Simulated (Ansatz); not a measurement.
Diamond, treated with PBE-D3(BJ) (Ansatz, a first-principles code, PAW).

Settings: plane-wave cutoff 500 eV, 18×18×18 k mesh, Fermi–Dirac smearing 0.05 eV, scalar-relativistic PAW data made under PBE.

Cell (relaxed at this level):

```cif
data_C8
_chemical_formula_sum 'C8'
_space_group_name_H-M_alt 'Fd-3m :1'
_space_group_IT_number 227
_space_group_name_Hall 'F 4d 2 3 -1d'
_cell_length_a 3.55702
_cell_length_b 3.55702
_cell_length_c 3.55702
_cell_angle_alpha 90.000
_cell_angle_beta 90.000
_cell_angle_gamma 90.000
loop_
_atom_site_label
_atom_site_type_symbol
_atom_site_symmetry_multiplicity
_atom_site_Wyckoff_symbol
_atom_site_fract_x
_atom_site_fract_y
_atom_site_fract_z
_atom_site_occupancy
C1 C 8 a 0.00000 0.00000 0.00000 1
```
(The calculation used a cell of 2 atoms; values per cell refer to that cell.)

Problem. What does this level give for the band gap?

Solution. 
- band gap: 4.18 eV (on the SCF k mesh)

Measured, for comparison: band gap 5.48 eV (low temperature, zero-point motion not removed; as tabulated in arXiv:1206.3780). Computed (rounded) less measured: band gap -1.30 eV.

Computed values are for the static lattice.
